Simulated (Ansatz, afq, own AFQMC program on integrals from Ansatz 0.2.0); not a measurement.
## Where AFQMC and coupled cluster stand for Al2, singlet

```yaml
atoms:
  - { symbol: Al, position_ang: [0.0000, 0.0000, 0.0000] }
  - { symbol: Al, position_ang: [0.0000, 0.0000, 3.0310] }
```

Basis cc-pVTZ. Noble-gas cores (and the filled d shells of Ga–Kr and In–Xe) are frozen. Ansatz 0.2.0 and our own AFQMC program on the same integrals; the CISD trial comes from CCSD amplitudes, and released means the phaseless constraint is let go. Free AFQMC starts from the CCSD state and is never constrained. Its projection time is finite, and what remains of the start isn't in its error. Error bars are statistical, one sigma.

Determinant: RHF, the one that the program's search chose, which needn't be the lowest solution. The geometry is a PBE0/def2-TZVP stationary point of this or a neighbouring charge and spin state.

No full CI on the walks' own integrals is used here; CCSDT(Q) serves as the reference and is uncertain by about the last step of the cluster series.

Cautions: higher spins were not checked; restricted determinant unstable towards unrestricted (UHF 634 meV lower, ⟨S²⟩ 1.15); the released energies are still falling, so no released level is given (meV from the phaseless value at times in 1/Eh: 9 ± 14 at 0.24, 9 ± 12 at 0.51, -6 ± 16 at 0.99, -30 ± 20 at 1.62, -56 ± 16 at 2.40), though the last usable value meets CCSDT(Q) within the noise; CCSDT(Q) on the UHF determinant differs (119 meV lower), perhaps since the unrestricted series falls towards higher spin.

The T1 diagnostic is 0.0183. The weight of the determinant in the CISD state is 0.829 and the size of the correlated space is 6 electrons in 58 orbitals.

Reference: CCSDT(Q), correlation energy -3.798 eV.

```json
{"level": "HF", "E − E(reference) (kcal/mol)": "87.58", "share of correlation (%)": "0.00"}
{"level": "MP2", "E − E(reference) (kcal/mol)": "25.25", "share of correlation (%)": "71.17"}
{"level": "CCSD", "E − E(reference) (kcal/mol)": "4.49", "share of correlation (%)": "94.88"}
{"level": "CCSD(T)", "E − E(reference) (kcal/mol)": "1.22", "share of correlation (%)": "98.61"}
{"level": "CCSDT", "E − E(reference) (kcal/mol)": "0.36", "share of correlation (%)": "99.59"}
{"level": "ph-AFQMC/CISD", "E − E(reference) (kcal/mol)": "1.05 ± 0.30", "share of correlation (%)": "98.80"}
{"level": "free AFQMC", "E − E(reference) (kcal/mol)": "-0.17 ± 0.33", "share of correlation (%)": "100.19"}
```

Free projections are given only where their last times agree within the noise and don't stop above the reference; a slow remainder of the start can still hide under it. A walk keeps the symmetry of its determinant, which the program's search chose and which needn't be the lowest solution, so a lower state of the same spin and another symmetry isn't excluded.
